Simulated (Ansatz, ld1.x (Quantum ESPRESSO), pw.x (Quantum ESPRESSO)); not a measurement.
## Al (Z = 13): does the TM potential hold in the solid?

| Quantity | Value |
| --- | --- |
| Element | Al |
| Generator | ld1.x (Quantum ESPRESSO) 7.5 |
| Type | norm-conserving Troullier–Martins (Kleinman–Bylander form) |
| Functional | LDA (PW92) |
| Relativity | scalar-relativistic |
| Frozen core | [Ne] |
| Valence charge | 3 |
| Reference configuration | 3s2 3p1 |
| Partial waves | 3p (bound): rc 2.70 bohr; 3d channel at 0.2 Ry: rc 2.80 bohr; 3s (bound): rc 1.70 bohr |
| Local potential | the s channel |
| Core correction | none |

Atomic tests: cutoffs needed: 10 Ry and 30 Ry (the cutoffs (Ry, on a coarse ladder) from which the occupation-weighted sum of valence levels, in a spherical-Bessel basis at the reference potential, stays within 10 and 1 mRy of its value at 400 Ry); ghost test: no extra level below or beside the all-electron valence levels (p, d, s, f tested) (spherical-Bessel basis up to 400 Ry, 20 bohr box); largest excitation error: +87 meV (all-electron minus pseudo) for 3s1 3p0, out of 7 test configurations.

Crystal test: fcc Al in pw.x 7.5, no spin, 14³ k-points, Fermi–Dirac smearing 0.01 Ry, cutoffs 40/160 Ry. The lattice is a test structure that the element need not adopt, and mesh and smearing are coarse.

pw.x input:

```
&control
  calculation='scf', prefix='x', pseudo_dir='./', outdir='./tmp', tstress=.true., disk_io='none'
/
&system
  ibrav=0, nat=1, ntyp=1, ecutwfc=40, ecutrho=160, nbnd=8,
  occupations='smearing', smearing='fd', degauss=0.01
/
&electrons
  conv_thr=1e-09, mixing_beta=0.4, electron_maxstep=70
/
ATOMIC_SPECIES
Al 1.0 Al.UPF
CELL_PARAMETERS angstrom
  0.00000000 1.99339488 1.99339488
  1.99339488 0.00000000 1.99339488
  1.99339488 1.99339488 0.00000000
ATOMIC_POSITIONS crystal
Al 0.0000 0.0000 0.0000
K_POINTS automatic
14 14 14 0 0 0
```

```bash
pw.x < Al.scf.in > Al.scf.out
```

Q: How does the run end?

A: It converges; the pressure is -1.46 GPa against -0.23 GPa from all-electron LAPW. The largest radius (2.80 bohr) exceeds half the bond length (2.66 bohr), so the spheres overlap, which is one possible source of error among others. This is a poor potential for the solid. The log shows:

```
Message from routine setup:
     using ibrav=0 with symmetry is DISCOURAGED, use correct ibrav instead
     lattice parameter (alat)  =       5.3273  a.u.
     unit-cell volume          =     106.9071 (a.u.)^3
     number of electrons       =         3.00
     number of Kohn-Sham states=            8
     kinetic-energy cutoff     =      40.0000  Ry
     charge density cutoff     =     160.0000  Ry
     scf convergence threshold =      1.0E-09
     Exchange-correlation= PW
     number of k points=   104  Fermi-Dirac smearing, width (Ry)=  0.0100
     iteration #  1     ecut=    40.00 Ry     beta= 0.40
     total energy              =      -4.20244676 Ry
     estimated scf accuracy    <       0.00591200 Ry
     iteration #  2     ecut=    40.00 Ry     beta= 0.40
     total energy              =      -4.20215758 Ry
     estimated scf accuracy    <       0.00201418 Ry
     iteration #  3     ecut=    40.00 Ry     beta= 0.40
     total energy              =      -4.20217362 Ry
     estimated scf accuracy    <       0.00000182 Ry
     iteration #  4     ecut=    40.00 Ry     beta= 0.40
     total energy              =      -4.20217376 Ry
     estimated scf accuracy    <       0.00000013 Ry
     iteration #  5     ecut=    40.00 Ry     beta= 0.40
     the Fermi energy is     8.1105 ev
!    total energy              =      -4.20217376 Ry
     estimated scf accuracy    <          9.4E-11 Ry
     smearing contrib. (-TS)   =      -0.00201254 Ry
     The total energy is F=E-TS. E is the sum of the following terms:
     one-electron contribution =       2.89195776 Ry
     hartree contribution      =       0.00802813 Ry
     xc contribution           =      -1.62309860 Ry
     ewald contribution        =      -5.47704851 Ry
     convergence has been achieved in   5 iterations
          total   stress  (Ry/bohr**3)                   (kbar)     P=      -14.60
     Message from routine punch:
     Nothing written, as per user request (disk_io='none')
```
